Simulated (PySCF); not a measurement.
Formaldehyde, SMILES C=O (CH2O), singlet (PBE0/def2-SVP optimised geometry):

```
4

C     -0.239    -0.003     0.000
O     -0.881    -1.012     0.000
H      0.881    -0.003     0.000
H     -0.712     1.012     0.000
```

Calculation: PBE0/def2-TZVP (PySCF 2.14.0).

Problem. What are the frontier orbital energies and the dipole moment?

Solution. HOMO-2 -12.93 eV, HOMO-1 -11.54 eV, HOMO -7.82 eV, LUMO -1.26 eV, LUMO+1 1.74 eV; dipole moment 2.30 D.

On the same geometry PBE/def2-TZVP (PySCF 2.14.0) gives HOMO-2 -10.99 eV, HOMO-1 -10.14 eV, HOMO -6.20 eV, LUMO -2.52 eV, LUMO+1 0.90 eV; dipole moment 2.11 D.

Meta-Löwdin charges at PBE0/def2-TZVP: C1 0.18, O2 -0.35, H3 0.08, H4 0.08.
